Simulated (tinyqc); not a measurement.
Inside a calculation. Method: CIS and TDHF on RHF in the sto-6g basis, for HF, spin multiplicity 1. Computed by tinyqc, a small Python program that keeps every step (integrals from PySCF). Settings: charge = 0, multiplicity = 1, basis = sto-6g, method = RHF, energy threshold = 1e-10, iteration cap = 59, orthogonalisation = symmetric, start = atomic densities, DIIS depth = 6, TDHF = 1. Command: `OMP_NUM_THREADS=1 python tinyqc.py 28654 28655 out.jsonl` (the two numbers bound the seeds that draw the settings). One thread of a shared host (Intel(R) Xeon(R) Processor @ 2.60GHz), about 0.1 s of CPU time with the checks. The early iterations of the SCF are left out here.

## One-electron integrals

Geometry (angstrom):
```
atom,x,y,z
F,0.000000,0.000000,0.000000
H,0.000000,0.000000,1.173000
```

Basis sto-6g: exponents (1/bohr^2) and contraction coefficients of normalised primitives:
```
element,l (shell),exponent,coefficient
F,s (1),1728.626574,0.009164
F,s (1),316.941790,0.049361
F,s (1),88.668891,0.168538
F,s (1),30.460157,0.370563
F,s (1),11.828570,0.416492
F,s (1),4.871659,0.130334
F,s (2),67.032281,-0.013253
F,s (2),13.267438,-0.046992
F,s (2),4.123510,-0.033785
F,s (2),1.586463,0.250242
F,s (2),0.689002,0.595117
F,s (2),0.315820,0.240706
F,p (3),67.032281,0.003760
F,p (3),13.267438,0.037679
F,p (3),4.123510,0.173897
F,p (3),1.586463,0.418036
F,p (3),0.689002,0.425860
F,p (3),0.315820,0.101708
H,s (1),35.523221,0.009164
H,s (1),6.513144,0.049361
H,s (1),1.822143,0.168538
H,s (1),0.625955,0.370563
H,s (1),0.243077,0.416492
H,s (1),0.100112,0.130334
```

Overlap, kinetic and nuclear-attraction integrals over the contracted functions; the nuclear repulsion is the sum of Za Zb / Rab.

nuclear repulsion = 4.06018320 hartree

overlap S:
```
,1F 1s,1F 2s,1F 2px,1F 2py,1F 2pz,2H 1s
1F 1s,1.000000,0.232479,0.000000,0.000000,0.000000,0.028017
1F 2s,0.232479,1.000000,0.000000,0.000000,0.000000,0.300435
1F 2px,0.000000,0.000000,1.000000,0.000000,0.000000,0.000000
1F 2py,0.000000,0.000000,0.000000,1.000000,0.000000,0.000000
1F 2pz,0.000000,0.000000,0.000000,0.000000,1.000000,0.255345
2H 1s,0.028017,0.300435,0.000000,0.000000,0.255345,1.000000
```

kinetic energy T (hartree):
```
,1F 1s,1F 2s,1F 2px,1F 2py,1F 2pz,2H 1s
1F 1s,37.397730,-1.143349,0.000000,0.000000,0.000000,-0.005508
1F 2s,-1.143349,1.082297,0.000000,0.000000,0.000000,0.030491
1F 2px,0.000000,0.000000,3.251325,0.000000,0.000000,0.000000
1F 2py,0.000000,0.000000,0.000000,3.251325,0.000000,0.000000
1F 2pz,0.000000,0.000000,0.000000,0.000000,3.251325,0.111805
2H 1s,-0.005508,0.030491,0.000000,0.000000,0.111805,0.768522
```

nuclear attraction V (hartree):
```
,1F 1s,1F 2s,1F 2px,1F 2py,1F 2pz,2H 1s
1F 1s,-78.273583,-7.970589,0.000000,0.000000,-0.009733,-1.099816
1F 2s,-7.970589,-11.926002,0.000000,0.000000,-0.114205,-2.581630
1F 2px,0.000000,0.000000,-11.904908,0.000000,0.000000,0.000000
1F 2py,0.000000,0.000000,0.000000,-11.904908,0.000000,0.000000
1F 2pz,-0.009733,-0.114205,0.000000,0.000000,-11.966669,-1.910609
2H 1s,-1.099816,-2.581630,0.000000,0.000000,-1.910609,-5.237368
```

core Hamiltonian H = T + V (hartree):
```
,1F 1s,1F 2s,1F 2px,1F 2py,1F 2pz,2H 1s
1F 1s,-40.875854,-9.113938,0.000000,0.000000,-0.009733,-1.105324
1F 2s,-9.113938,-10.843705,0.000000,0.000000,-0.114205,-2.551140
1F 2px,0.000000,0.000000,-8.653583,0.000000,0.000000,0.000000
1F 2py,0.000000,0.000000,0.000000,-8.653583,0.000000,0.000000
1F 2pz,-0.009733,-0.114205,0.000000,0.000000,-8.715344,-1.798805
2H 1s,-1.105324,-2.551140,0.000000,0.000000,-1.798805,-4.468845
```

## Two-electron integrals

Functions are numbered as in S; the eight-fold symmetry (ij|kl) = (ji|kl) = (kl|ij) leaves the list below.

Two-electron integrals (ij|kl) in chemists' order, unique and non-zero (hartree):
```
i,j,k,l,(ij|kl)
1,1,1,1,5.406240
2,1,1,1,0.768129
2,1,2,1,0.138909
2,2,1,1,1.266271
2,2,2,1,0.283987
2,2,2,2,0.926367
3,1,3,1,0.029452
3,2,3,1,0.044681
3,2,3,2,0.204753
3,3,1,1,1.266273
3,3,2,1,0.283987
3,3,2,2,0.926366
3,3,3,3,0.998085
4,1,4,1,0.029452
4,2,4,1,0.044681
4,2,4,2,0.204753
4,3,4,3,0.053789
4,4,1,1,1.266273
4,4,2,1,0.283987
4,4,2,2,0.926366
4,4,3,3,0.890506
4,4,4,4,0.998085
5,1,5,1,0.029452
5,2,5,1,0.044681
5,2,5,2,0.204753
5,3,5,3,0.053789
5,4,5,4,0.053789
5,5,1,1,1.266273
5,5,2,1,0.283987
5,5,2,2,0.926366
5,5,3,3,0.890506
5,5,4,4,0.890506
5,5,5,5,0.998085
6,1,1,1,0.098491
6,1,2,1,0.017084
6,1,2,2,0.034199
6,1,3,3,0.034141
6,1,4,4,0.034141
6,1,5,1,0.000744
6,1,5,2,0.001460
6,1,5,5,0.034313
6,1,6,1,0.002136
6,2,1,1,0.262146
6,2,2,1,0.059736
6,2,2,2,0.218993
6,2,3,3,0.215848
6,2,4,4,0.215848
6,2,5,1,0.004345
6,2,5,2,0.033454
6,2,5,5,0.225282
6,2,6,1,0.007358
6,2,6,2,0.065607
6,3,3,1,0.006463
6,3,3,2,0.037590
6,3,5,3,0.006910
6,3,6,3,0.009357
6,4,4,1,0.006463
6,4,4,2,0.037590
6,4,5,4,0.006910
6,4,6,4,0.009357
6,5,1,1,0.184532
6,5,2,1,0.042623
6,5,2,2,0.166974
6,5,3,3,0.160084
6,5,4,4,0.160084
6,5,5,1,0.009109
6,5,5,2,0.061207
6,5,5,5,0.180753
6,5,6,1,0.005464
6,5,6,2,0.061395
6,5,6,5,0.066254
6,6,1,1,0.443988
6,6,2,1,0.103063
6,6,2,2,0.435383
6,6,3,3,0.421724
6,6,4,4,0.421724
6,6,5,1,0.008780
6,6,5,2,0.095623
6,6,5,5,0.462698
6,6,6,1,0.012765
6,6,6,2,0.174007
6,6,6,5,0.188524
6,6,6,6,0.774999
```

## Orthogonalisation

S = U s U^T; symmetric (Loewdin) form X = U s^(-1/2) U^T, so that X^T S X = 1.

eigenvalues of S: 0.573712  0.852516  1.000000  1.000000  1.124856  1.448916

X:
```
,1F 1s,1F 2s,1F 2px,1F 2py,1F 2pz,2H 1s
1F 1s,1.021621,-0.124563,0.000000,0.000000,-0.003493,0.014738
1F 2s,-0.124563,1.061180,0.000000,0.000000,0.033296,-0.170215
1F 2px,0.000000,0.000000,1.000000,0.000000,0.000000,0.000000
1F 2py,0.000000,0.000000,0.000000,1.000000,0.000000,0.000000
1F 2pz,-0.003493,0.033296,0.000000,0.000000,1.027666,-0.141965
2H 1s,0.014738,-0.170215,0.000000,0.000000,-0.141965,1.066459
```

## Starting guess

The start is atomic minimal-basis densities projected into this basis (PySCF's MINAO start) and scaled to the electron count of each spin; this density is not idempotent, so its energy is not variational and may lie below the converged one.

D at the start:
```
,1F 1s,1F 2s,1F 2px,1F 2py,1F 2pz,2H 1s
1F 1s,2.151240,-0.496326,0.000000,0.000000,0.010352,-0.011669
1F 2s,-0.496326,2.136836,0.000000,0.000000,-0.061676,0.047091
1F 2px,0.000000,0.000000,1.636287,0.000000,0.000000,0.000000
1F 2py,0.000000,0.000000,0.000000,1.636287,0.000000,0.000000
1F 2pz,0.010352,-0.061676,0.000000,0.000000,1.543578,0.173105
2H 1s,-0.011669,0.047091,0.000000,0.000000,0.173105,1.010498
```

## Iteration 7 (converged): orbitals

converged F (hartree):
```
,1F 1s,1F 2s,1F 2px,1F 2py,1F 2pz,2H 1s
1F 1s,-26.255995,-6.371307,0.000000,0.000000,-0.016176,-0.775587
1F 2s,-6.371307,-2.891514,0.000000,0.000000,-0.034614,-0.722067
1F 2px,0.000000,0.000000,-0.471520,0.000000,0.000000,0.000000
1F 2py,0.000000,0.000000,0.000000,-0.471520,0.000000,0.000000
1F 2pz,-0.016176,-0.034614,0.000000,0.000000,-0.249277,-0.458348
2H 1s,-0.775587,-0.722067,0.000000,0.000000,-0.458348,-0.337175
```

Diagonalise F' = X^T F X, C = X C', fill 5 alpha and 5 beta electrons from the bottom; D = 2 C_occ C_occ^T. Each column has its largest component positive (the first on a tie).

F' = X^T F X (hartree):
```
,1,2,3,4,5,6
1,-25.847556,-3.172898,0.000000,0.000000,-0.032515,-0.085494
2,-3.172898,-1.758358,0.000000,0.000000,0.065099,-0.357203
3,0.000000,0.000000,-0.471520,0.000000,0.000000,0.000000
4,0.000000,0.000000,0.000000,-0.471520,0.000000,0.000000
5,-0.032515,0.065099,0.000000,0.000000,-0.134557,-0.445941
6,-0.085494,-0.357203,0.000000,0.000000,-0.445941,-0.071065
```

orbital energies (hartree): MO1 -26.259142, MO2 -1.435400, MO3 -0.513508, MO4 -0.471520, MO5 -0.471520, MO6 0.396514

coefficients C:
```
,MO1,MO2,MO3,MO4,MO5,MO6
1F 1s,0.997202,-0.243900,0.051449,0.000000,0.000000,0.053924
1F 2s,0.012010,0.990197,-0.284727,0.000000,0.000000,-0.331659
1F 2px,0.000000,0.000000,0.000000,0.085217,0.996362,0.000000
1F 2py,0.000000,0.000000,0.000000,0.996362,-0.085217,0.000000
1F 2pz,0.001130,0.033443,0.689054,0.000000,0.000000,-0.775537
2H 1s,-0.002058,0.101696,0.583976,0.000000,0.000000,0.913950
```

D after iteration 7:
```
,1F 1s,1F 2s,1F 2px,1F 2py,1F 2pz,2H 1s
1F 1s,2.113094,-0.488362,0.000000,0.000000,0.056843,0.006377
1F 2s,-0.488362,2.123407,0.000000,0.000000,-0.326126,-0.131199
1F 2px,0.000000,0.000000,2.000000,0.000000,0.000000,0.000000
1F 2py,0.000000,0.000000,0.000000,2.000000,0.000000,0.000000
1F 2pz,0.056843,-0.326126,0.000000,0.000000,0.951830,0.811579
2H 1s,0.006377,-0.131199,0.000000,0.000000,0.811579,0.702748
```

Within a degenerate level the vectors are fixed only up to a rotation; this is one choice.

## Convergence

Stop when the energy changes by less than 1e-10 hartree and every element of the error matrix X^T (F D S - S D F) X is below 3e-06.

Course of the cycle:
```
iteration,E (hartree),change,largest element of the error matrix
1,-100.09919716,-,8.16e-01
2,-99.40242044,6.97e-01,3.00e-01
3,-99.46021047,-5.78e-02,2.46e-02
4,-99.46073799,-5.28e-04,3.12e-03
5,-99.46074425,-6.25e-06,2.90e-05
6,-99.46074425,-5.58e-10,7.30e-07
7,-99.46074425,-3.13e-13,4.29e-09
```

PySCF RHF in the same basis = -99.46074425 hartree

Converged in 7 iterations.

## Populations, bond orders and dipole

Mulliken: Z minus the diagonal of D S on the atom; Loewdin: the same with S^(1/2) D S^(1/2); Mayer order: 2 sum_s sum (D(s) S)_ij (D(s) S)_ji over the two atoms.

Charges (e):
```
atom,Mulliken,Loewdin
1F,-0.129257,-0.105384
2H,0.129257,0.105384
```

Mayer bond orders:
```
pair,order
2-1,0.983293
```

dipole moment about the origin, x y z (debye): 0.000000  0.000000  1.124231

## Integrals over molecular orbitals

(pq|rs) = sum C_ip C_jq C_kr C_ls (ij|kl), one index at a time.

one-electron integrals over orbitals h = C^T H C (hartree):
```
,1,2,3,4,5,6
1,-40.862722,0.729588,-0.148560,0.000000,0.000000,-0.163536
2,0.729588,-9.196103,0.520622,0.000000,0.000000,0.877179
3,-0.148560,0.520622,-7.003847,0.000000,0.000000,2.184239
4,0.000000,0.000000,0.000000,-8.653583,0.000000,0.000000
5,0.000000,0.000000,0.000000,0.000000,-8.653583,0.000000
6,-0.163536,0.877179,2.184239,0.000000,0.000000,-6.030693
```

Two-electron integrals over orbitals (pq|rs), unique and non-zero (hartree):
```
p,q,r,s,(pq|rs)
1,1,1,1,5.382205
2,1,1,1,-0.531894
2,1,2,1,0.084738
2,2,1,1,1.246811
2,2,2,1,-0.023745
2,2,2,2,0.872556
3,1,1,1,0.114693
3,1,2,1,-0.017611
3,1,2,2,0.007803
3,1,3,1,0.019052
3,2,1,1,-0.129637
3,2,2,1,0.006105
3,2,2,2,-0.043293
3,2,3,1,0.020652
3,2,3,2,0.140690
3,3,1,1,0.914161
3,3,2,1,-0.008514
3,3,2,2,0.709014
3,3,3,1,-0.002885
3,3,3,2,-0.020408
3,3,3,3,0.695368
4,1,4,1,0.030359
4,2,4,1,0.039889
4,2,4,2,0.188382
4,3,4,1,-0.007774
4,3,4,2,-0.030542
4,3,4,3,0.037547
4,4,1,1,1.265985
4,4,2,1,-0.014123
4,4,2,2,0.894673
4,4,3,1,0.002925
4,4,3,2,-0.069086
4,4,3,3,0.695864
4,4,4,4,0.998085
5,1,5,1,0.030359
5,2,5,1,0.039889
5,2,5,2,0.188382
5,3,5,1,-0.007774
5,3,5,2,-0.030542
5,3,5,3,0.037547
5,4,5,4,0.053789
5,5,1,1,1.265985
5,5,2,1,-0.014123
5,5,2,2,0.894673
5,5,3,1,0.002925
5,5,3,2,-0.069086
5,5,3,3,0.695864
5,5,4,4,0.890506
5,5,5,5,0.998085
6,1,1,1,0.122972
6,1,2,1,-0.020594
6,1,2,2,0.002792
6,1,3,1,-0.011770
6,1,3,2,-0.023719
6,1,3,3,0.006800
6,1,4,4,0.003138
6,1,5,5,0.003138
6,1,6,1,0.021755
6,2,1,1,-0.177240
6,2,2,1,0.004855
6,2,2,2,-0.095698
6,2,3,1,-0.020064
6,2,3,2,-0.071677
6,2,3,3,-0.025387
6,2,4,4,-0.093739
6,2,5,5,-0.093739
6,2,6,1,0.018254
6,2,6,2,0.091574
6,3,1,1,-0.408522
6,3,2,1,0.006383
6,3,2,2,-0.224343
6,3,3,1,0.001718
6,3,3,2,0.084150
6,3,3,3,-0.100244
6,3,4,4,-0.235985
6,3,5,5,-0.235985
6,3,6,1,-0.004800
6,3,6,2,0.041232
6,3,6,3,0.220605
6,4,4,1,-0.007700
6,4,4,2,-0.031144
6,4,4,3,-0.021114
6,4,6,4,0.029230
6,5,5,1,-0.007700
6,5,5,2,-0.031144
6,5,5,3,-0.021114
6,5,6,5,0.029230
6,6,1,1,0.849036
6,6,2,1,-0.008664
6,6,2,2,0.647456
6,6,3,1,0.011232
6,6,3,2,0.051511
6,6,3,3,0.655577
6,6,4,4,0.628866
6,6,5,5,0.628866
6,6,6,1,-0.007811
6,6,6,2,-0.057227
6,6,6,3,-0.021208
6,6,6,6,0.686661
```

## CIS matrix, singlets

A(ia,jb) = (e_a - e_i) d_ij d_ab + 2 (ia|jb) - (ij|ab).

CIS matrix A, singlet (hartree):
```
,1>6,2>6,3>6,4>6,5>6
1>6,25.850129,0.045172,-0.020832,0.000000,0.000000
2>6,0.045172,1.367605,0.030954,0.000000,0.000000
3>6,-0.020832,0.030954,0.695654,0.000000,0.000000
4>6,0.000000,0.000000,0.000000,0.297628,0.000000
5>6,0.000000,0.000000,0.000000,0.000000,0.297628
```

## CIS singlet states

dipole integrals <i|r|a> (bohr):
```
,x,y,z
1>6,0.000000,0.000000,-0.041115
2>6,0.000000,0.000000,-0.033485
3>6,0.000000,0.000000,1.138533
4>6,-0.001603,-0.018747,0.000000
5>6,-0.018747,0.001603,0.000000
```

Diagonalise A (1 hartree = 27.211386 eV); each vector has its largest component positive (the first on a tie). The transition dipole is mu = sqrt2 sum c_ia <i|r|a>.

singlet excitation energies (eV): 8.098873  8.098873  18.890428  37.250978  703.420588

lowest vectors:
```
,state 1,state 2,state 3,state 4,state 5
1>6,0.000000,0.000000,0.000910,-0.001804,0.999998
2>6,0.000000,0.000000,-0.045979,0.998941,0.001844
3>6,0.000000,0.000000,0.998942,0.045981,-0.000826
4>6,0.002607,0.999997,0.000000,0.000000,0.000000
5>6,0.999997,-0.002607,0.000000,0.000000,0.000000
```

oscillator strengths 2/3 w |mu|^2: 0.000140  0.000140  1.200462  0.000657  0.061139

Within a degenerate level the vectors are fixed only up to a rotation; this is one choice.

## TDHF (RPA) singlet states

B(ia,jb) = 2 (ia|jb) - (ib|ja); the squared energies are the eigenvalues of (A - B)(A + B); 1 hartree = 27.211386 eV.

TDHF matrix B, singlet (hartree):
```
,1>6,2>6,3>6,4>6,5>6
1>6,0.021755,0.018254,-0.004800,0.000000,0.000000
2>6,0.018254,0.091574,0.041232,0.000000,0.000000
3>6,-0.004800,0.041232,0.220605,0.000000,0.000000
4>6,0.000000,0.000000,0.000000,0.029230,0.000000
5>6,0.000000,0.000000,0.000000,0.000000,0.029230
```

squared energies w^2 (hartree^2): 0.087728  0.087728  0.433383  1.862089  668.233219

TDHF energies from the positive w^2 (eV): 8.059720  8.059720  17.913750  37.132219  703.419976

## CIS matrix, triplets

A(ia,jb) = (e_a - e_i) d_ij d_ab - (ij|ab).

CIS matrix A, triplet (hartree):
```
,1>6,2>6,3>6,4>6,5>6
1>6,25.806619,0.008664,-0.011232,0.000000,0.000000
2>6,0.008664,1.184458,-0.051511,0.000000,0.000000
3>6,-0.011232,-0.051511,0.254444,0.000000,0.000000
4>6,0.000000,0.000000,0.000000,0.239168,0.000000
5>6,0.000000,0.000000,0.000000,0.000000,0.239168
```

## CIS triplet states

Diagonalise A (1 hartree = 27.211386 eV); each vector has its largest component positive (the first on a tie).

triplet excitation energies (eV): 6.508087  6.508087  6.846257  32.308035  702.234106

lowest vectors:
```
,state 1,state 2,state 3,state 4,state 5
1>6,0.000000,0.000000,0.000420,-0.000377,1.000000
2>6,0.000000,0.000000,0.055130,0.998479,0.000353
3>6,0.000000,0.000000,0.998479,-0.055130,-0.000440
4>6,0.023192,0.999731,0.000000,0.000000,0.000000
5>6,0.999731,-0.023192,0.000000,0.000000,0.000000
```

Within a degenerate level the vectors are fixed only up to a rotation; this is one choice.

## TDHF (RPA) triplet states

B(ia,jb) = - (ib|ja); the squared energies are the eigenvalues of (A - B)(A + B); 1 hartree = 27.211386 eV.

TDHF matrix B, triplet (hartree):
```
,1>6,2>6,3>6,4>6,5>6
1>6,-0.021755,-0.018254,0.004800,0.000000,0.000000
2>6,-0.018254,-0.091574,-0.041232,0.000000,0.000000
3>6,0.004800,-0.041232,-0.220605,0.000000,0.000000
4>6,0.000000,0.000000,0.000000,-0.029230,0.000000
5>6,0.000000,0.000000,0.000000,0.000000,-0.029230
```

squared energies w^2 (hartree^2): 0.012283  0.056347  0.056347  1.400214  665.980859

TDHF energies from the positive w^2 (eV): 3.015801  6.459299  6.459299  32.199412  702.233495
